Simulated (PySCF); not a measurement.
# C₄H₂S: electronic structure in real space

Aim: take C₄H₂S and pull one bond apart with RHF, UHF and CASSCF, analyse its density (charges, bond critical points, surface potential) and treat its π system by CASSCF and NEVPT2.

Program: PySCF 2.14.0. Level of theory: levels as typed in each script, gas phase, geometry from GFN2-xTB. These are calculated values, not measurements.

### Step 1. Starting geometry

SMILES `C#CC=C=S`, 7 atoms, charge 0, spin multiplicity 1.

Bond lengths: C1–C2 1.201 Å, C1–H6 1.048 Å, C2–C3 1.408 Å, C3–C4 1.307 Å, C3–H7 1.083 Å, C4–S5 1.553 Å. Angles: C2–C1–H6 179.6°, C1–C2–C3 179.4°, C2–C3–C4 123.5°, C2–C3–H7 116.9°, C4–C3–H7 119.6°, C3–C4–S5 179.2°.

Geometry (Å):

| atom | x (Å) | y (Å) | z (Å) |
| --- | --- | --- | --- |
| C1 | 2.8128 | -0.5652 | 0.0000 |
| C2 | 1.7959 | 0.0736 | 0.0000 |
| C3 | 0.6119 | 0.8359 | 0.0000 |
| C4 | -0.5844 | 0.3097 | 0.0000 |
| S5 | -2.0153 | -0.2951 | 0.0000 |
| H6 | 3.7044 | -1.1165 | 0.0000 |
| H7 | 0.7227 | 1.9136 | 0.0000 |

### Step 2. Stretching a bond (def2-svp)

File input.py:

```python
import numpy as np
from pyscf import gto, scf, mcscf

mol = gto.M(atom='''
C      2.81280    -0.56517     0.00000
C      1.79594     0.07360     0.00000
C      0.61187     0.83594     0.00000
C     -0.58438     0.30973     0.00000
S     -2.01528    -0.29510     0.00000
H      3.70439    -1.11652     0.00000
H      0.72267     1.91361     0.00000
''', basis='def2-svp', charge=0, spin=0, verbose=4)
# stretch the bond between atoms 1 and 2, from long to short, fragments rigid
a, b, move = 0, 1, [1, 2, 3, 4, 6]
xyz = mol.atom_coords(unit='Angstrom')
u = xyz[b] - xyz[a]
r0 = np.linalg.norm(u)
rows, last, dm_u = [], None, None
for r in [3.36, 2.64, 2.16, 1.86, 1.62, 1.44, 1.32, 1.2, 1.1]:
    new = xyz.copy()
    new[move] += u / r0 * (r - r0)
    m = mol.set_geom_(new, unit='Angstrom', inplace=False)
    rhf = scf.RHF(m).density_fit(auxbasis='def2-universal-jkfit').run()
    uhf = scf.UHF(m).density_fit(auxbasis='def2-universal-jkfit').newton()
    if dm_u is None:
        c = rhf.mo_coeff
        h = m.nelectron // 2 - 1
        ca, cb = c.copy(), c.copy()
        ca[:, h], cb[:, h] = (c[:, h] + c[:, h + 1]) / 2**.5, (c[:, h] - c[:, h + 1]) / 2**.5
        dm_u = np.array([x[:, :h + 1] @ x[:, :h + 1].T for x in (ca, cb)])
    uhf.kernel(dm0=dm_u)
    for _ in range(3):
        c, _, stable, _ = uhf.stability(return_status=True)
        if stable:
            break
        uhf.kernel(c, uhf.mo_occ)
    dm_u = uhf.make_rdm1()
    mc = mcscf.CASSCF(rhf, 6, 6)
    mc.natorb = True
    mc.fix_spin_(ss=0)
    guess = mcscf.addons.make_natural_orbitals(uhf)[1] if last is None else mcscf.project_init_guess(mc, last.mo_coeff, last.mol)
    mc.kernel(guess)
    last = mc
    act = slice(mc.ncore, mc.ncore + mc.ncas)
    print('r %.3f  RHF %.6f  UHF %.6f  <S^2> %.3f  CASSCF %.6f  occupations' % (r, rhf.e_tot, uhf.e_tot, uhf.spin_square()[0], mc.e_tot), mc.mo_occ[act].round(4))
    rows.append((new, rhf.e_tot, uhf.e_tot, uhf.spin_square()[0], mc.e_tot, mc.mo_occ[act], mc.mo_coeff[:, act], dm_u[0] - dm_u[1], rhf.converged and uhf.converged and mc.converged))
    np.savez('result.npz', **{k: [row[i] for row in rows] for i, k in enumerate('xyz rhf uhf s2 cas occ c spin ok'.split())})
```

Command:

```bash
$ OMP_NUM_THREADS=1 python input.py
```

### Step 4. Density, bond paths and surface potential (B3LYP/6-31g*)

File input.py:

```python
import numpy as np
from pyscf import gto, scf, dft
from pyscf.scf import atom_ks, atom_hf
from scipy.linalg import block_diag

def solve(mol, dm0=None, hcore=None):
    mf = (dft.UKS if mol.spin else dft.RKS)(mol, xc='b3lyp')
    mf.grids.level = 3
    mf = mf.density_fit(auxbasis='def2-universal-jkfit')
    mf.conv_tol, mf.max_cycle = 1e-8, 80
    if hcore is not None:
        mf.get_hcore = lambda *args: hcore
    mf.kernel(dm0)
    if not mf.converged:
        mf = mf.newton().run(mf.mo_coeff, mf.mo_occ, max_cycle=30)
    assert mf.converged, 'SCF not converged'
    return mf

mol = gto.M(atom='''
C      2.81280    -0.56517     0.00000
C      1.79594     0.07360     0.00000
C      0.61187     0.83594     0.00000
C     -0.58438     0.30973     0.00000
S     -2.01528    -0.29510     0.00000
H      3.70439    -1.11652     0.00000
H      0.72267     1.91361     0.00000
''', basis='6-31g*', charge=0, spin=0, verbose=4)
mf = solve(mol)
mf.analyze()
# spherically averaged free atoms, for the promolecule
atm = atom_ks.get_atm_nrks(mol, xc='b3lyp')
pro = block_diag(*[(atm[a[0]][2] * atm[a[0]][3]) @ atm[a[0]][2].T for a in mol._atom])
np.savez('result.npz', e=mf.e_tot, c=mf.mo_coeff, occ=mf.mo_occ, eps=mf.mo_energy, pro=pro, dip=mf.dip_moment(verbose=0), s2=mf.spin_square()[0])
```

### Step 6. The π active space (6-311g**)

File input.py:

```python
import numpy as np
from pyscf import gto, scf, dft, mcscf, mrpt
from pyscf.mcscf import avas

def solve(mol, dm0=None, hcore=None):
    mf = scf.ROHF(mol) if mol.spin else scf.RHF(mol)
    mf = mf.density_fit(auxbasis='def2-universal-jkfit')
    mf.conv_tol, mf.max_cycle = 1e-8, 80
    if hcore is not None:
        mf.get_hcore = lambda *args: hcore
    mf.kernel(dm0)
    if not mf.converged:
        mf = mf.newton().run(mf.mo_coeff, mf.mo_occ, max_cycle=30)
    assert mf.converged, 'SCF not converged'
    return mf

mol = gto.M(atom='''
C      2.81280    -0.56517     0.00000
C      1.79594     0.07360     0.00000
C      0.61187     0.83594     0.00000
C     -0.58438     0.30973     0.00000
S     -2.01528    -0.29510     0.00000
H      3.70439    -1.11652     0.00000
H      0.72267     1.91361     0.00000
''', basis='6-311g**', charge=0, spin=0, verbose=4)
mf = solve(mol)
ncas, nel, orbs = avas.avas(mf, ['C 2pz', 'S 3pz'], threshold=0.5, openshell_option=3)
print('active space', nel, ncas)
assert 2 <= ncas <= 10, 'active space too large or empty'
mc = mcscf.CASSCF(mf, ncas, nel)
mc.natorb, mc.max_cycle_macro = True, 60
mc.fix_spin_(ss=mol.spin / 2 * (mol.spin / 2 + 1))
mc.kernel(orbs)
occ = mc.mo_occ[mc.ncore:mc.ncore + ncas]
print('natural occupations', occ.round(4))
e2 = mrpt.NEVPT(mc).kernel()
out = dict(c=mc.mo_coeff[:, mc.ncore:mc.ncore + ncas], occ=occ, e=mc.e_tot, e2=e2, ehf=mf.e_tot, ok=mc.converged, nel=nel, w0=abs(mc.ci).max() ** 2, dm=mc.make_rdm1())
# the other spin state at the same geometry
other = mol.copy().set(spin=2).build()
mo = scf.ROHF(other).density_fit(auxbasis='def2-universal-jkfit').run()
na = (nel + other.spin) // 2
m2 = mcscf.CASSCF(mo, ncas, (na, nel - na))
m2.natorb = True
m2.fix_spin_(ss=other.spin / 2 * (other.spin / 2 + 1))
m2.kernel(mc.mo_coeff)
e2o = mrpt.NEVPT(m2).kernel()
print('other state above this one / eV: CASSCF', (m2.e_tot - mc.e_tot) * 27.211386, 'NEVPT2', (m2.e_tot + e2o - mc.e_tot - e2) * 27.211386)
np.savez('result.npz', eo=m2.e_tot, e2o=e2o, oko=m2.converged, occo=m2.mo_occ[mc.ncore:mc.ncore + ncas], co=m2.mo_coeff[:, mc.ncore:mc.ncore + ncas], **out)
```

(Steps that only read results are left out.)

What does the calculation give? Wanted: dipole moment; HOMO, LUMO; triplet less singlet, CASSCF and NEVPT2; weight of the leading determinant.

As calculated:

| quantity | value |
| --- | --- |
| dipole moment (B3LYP/6-31g*) | 0.66 D |
| HOMO, LUMO (B3LYP/6-31g*) | -6.01, -2.49 eV |
| triplet less singlet, CASSCF and NEVPT2 (6-311g**) | +3.84 and +3.56 eV |
| weight of the leading determinant | 0.94 |

What this shows: At B3LYP/6-31g*: The highest Hirshfeld charge is on H6 (+0.09 e), the lowest on C1 (−0.11 e). All values hold at the given geometry, in the gas phase.
